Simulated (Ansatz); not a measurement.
# C2H, doublet in 6-31G: errors against full CI

Geometry: a point of a bend scan, not a stationary point.

```csv
atom,x (Å),y (Å),z (Å)
C,-0.1281,0.0000,0.5215
C,0.1204,0.0000,-0.6527
H,0.0926,0.0000,1.5644
```

Basis 6-31G; Ansatz 0.2.0. Only valence electrons are correlated (noble-gas cores frozen), which leaves 9 electrons in 18 orbitals. R marks a restricted (for open shells ROHF) determinant, U an unrestricted one. Active spaces: pair = (3e, 3o) about the gap; valence = (9e, 9o) chosen from the atoms' valence shells.

Full CI is exact within this basis and frozen core; it isn't the basis-set limit. The frozen core follows each run's orbitals, which can shift R against U totals by a few meV.

Unrestricted rows (U) aren't spin-pure: their determinants' ⟨S²⟩ exceeds S(S+1) by up to 0.52, so they mix in states of higher spin. For open shells CISD is restricted-active-space CI with the open shells as a complete middle space.

The UHF ⟨S²⟩ is 1.267, the T1 diagnostic (RCCSD) is 0.0304 and the largest doubles amplitude (RCCSD) is 0.118. The T1 diagnostic (UCCSD) is 0.0750.

| level | E − E(full CI) (meV) | share of correlation (%) | wall time |
| --- | --- | --- | --- |
| RHF | 5329 | 0.00 | – |
| UHF | 4747 | 10.91 | – |
| RMP2 | 712 | 86.63 | – |
| UMP2 | 1325 | 75.14 | – |
| CISD | 597 | 88.79 | 0.69 s |
| RCCSD | 208 | 96.11 | – |
| UCCSD | 206 | 96.14 | – |
| RCCSD(T) | 41 | 99.23 | 2.3 s |
| UCCSD(T) | 65 | 98.77 | 3.6 s |
| BCCD(T) | 44 | 99.18 | 2.5 s |
| RCCSDT | 30 | 99.43 | – |
| UCCSDT | 32 | 99.40 | – |
| RCCSDT(Q) | 1 | 99.99 | 8.5 s |
| UCCSDT(Q) | 8 | 99.85 | 9 s |
| RCCSDTQ | 3 | 99.94 | 67 s |
| CASSCF (pair space) | 4377 | 17.85 | – |
| NEVPT2 (pair space) | 634 | 88.10 | 1.1 s |
| MRCISD (pair space) | 415 | 92.21 | – |
| MRCISD+Q (pair space) | 54 | 98.99 | 1.4 s |
| CASSCF (valence space) | 1292 | 75.76 | – |
| NEVPT2 (valence space) | 340 | 93.62 | 3.4 s |
| NEVPT4(SD) (valence space) | 45 | 99.15 | 6 s |
| MRCISD (valence space) | 40 | 99.24 | – |
| MRCISD+Q (valence space) | 12 | 99.77 | 6 s |

The correlation energy at full CI, counted from RHF, is -5.329 eV. That run took 2.8 min on 1 thread of Intel Xeon Platinum 8259CL, shared host over 13,106,016 determinants.

Times hold each run's SCF and search for its determinant on a shared host, so for small cases they say little of a method's own cost; they ran on 1 thread of Intel Xeon Platinum 8259CL.

The full-CI state has the irrep A' of Cs, in the program's axes.

Natural occupations of full CI about the gap: 1.977 1.968 1.900 1.891 1.001 0.099 0.091 0.024 0.014 0.007; effectively unpaired electrons, Σ n²(2−n)², 1.15.
